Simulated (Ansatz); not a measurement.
# CH3F (triplet): the correlation ladder, def2-QZVPP

An exercise on one series of results from a longer session: the logs are not shown, and one member is left open.

Program: Ansatz 0.2.0, Gaussian basis. Level of theory: def2-QZVPP, core rule «outside noble gas», up to 2 orbitals frozen. These are calculated values, not measurements.

To be run: UHF; ROHF; CCSD(T) on UHF.

2 further runs of the same task are left out: 2 set aside as unsound or not needed.

### The system

The geometry is a PBE0/def2-TZVP stationary point (not a proven minimum) of the parent state, kept for this charge and spin.

5 atoms, charge 0, spin multiplicity 3.

Atoms are counted from 1 here; the program's logs count them from 0.

Bond lengths: C1–F2 1.376 Å, C1–H3 1.092 Å, C1–H4 1.092 Å, C1–H5 1.092 Å. Angles: F2–C1–H3 109.1°, F2–C1–H4 109.1°, F2–C1–H5 109.1°, H3–C1–H4 109.9°, H3–C1–H5 109.9°, H4–C1–H5 109.9°.

The first run:

Contents of in.yaml:

```yaml
crystal:
  periodic: [false, false, false]
  atoms:
    - {symbol: C, position_ang: [-0.736572, -0.007618, 0.003592]}
    - {symbol: F, position_ang: [0.639728, 0.006617, -0.003120]}
    - {symbol: H, position_ang: [-1.104340, 1.020951, 0.007133]}
    - {symbol: H, position_ang: [-1.083963, -0.528956, 0.898437]}
    - {symbol: H, position_ang: [-1.092714, -0.525930, -0.889569]}
basis:
  gaussian: {orbitals: "def2-QZVPP.json"}
magnetization: {spin_polarized: true, initial_magnetization: 2}
hamiltonian: {xc: hf}
output: {orbitals: {seedname: orbitals}}
```

Started as:

```bash
> ansatz run in.yaml --threads 1 --pin off --events-out ev --progress --plain --max-ram 2393MiB
```

Steps of the session up to this table: UHF; ROHF; CCSD(T) on UHF.

One table of the session follows, with a row left open; its other results are not shown here.

| method | from UCCSD(T) (kJ/mol) |
| --- | --- |
| ROHF | +1308.2 |
| UHF | +1289.1 |
| UMP2 | ? |
| UCCSD | +48.0 |
| UCCSD(T) | 0 |

Estimate the missing values for UMP2.

The run gave: from UCCSD(T) (kJ/mol): +140.7. In the column «from UCCSD(T) (kJ/mol)» it lies between UCCSD (+48.0) and UHF (+1289.1).
